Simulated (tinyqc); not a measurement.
Orbital energy against energy difference: ionisation energy by orbital energies and by energy differences in the cc-pvdz basis, for HF, spin multiplicity 1. Computed by the program tinyqc with PySCF. 

Geometry (angstrom):
```
atom       x       y       z
F     0.0000  0.0000  0.0000
H     0.0000  0.0000  0.7940
```

CCSD(T) difference in the same basis = 15.9663 eV

IP-EOM-CCSD = 15.7399 eV

The cation is unrestricted; errors are against CCSD(T) in this basis, not against experiment.

First vertical ionisation energy (eV):
```
method     -e(HOMO)  E(cation) - E  error of -e(HOMO)  error of the difference
HF           17.484       14.72174              1.517                   -1.245
LDA           8.779       16.72773             -7.188                    0.761
PBE           8.627       16.28333             -7.339                    0.317
B3LYP        10.684       16.34680             -5.282                    0.381
PBE0         11.134       16.21860             -4.832                    0.252
CAM-B3LYP    12.641       16.34368             -3.325                    0.377
LC-wPBE      13.993       16.40396             -1.973                    0.438
```

Koopmans errs by +1.52 eV and Delta-HF by -1.24 eV: relaxation, 2.76 eV, lowers the value and the missing correlation difference works against it. The PBE level is off by -7.3 eV through the wrong tail of its potential, though its energy difference is off by +0.32 eV; exact exchange deepens the level, and among the orbital energies HF comes closest; among the differences PBE0 does.
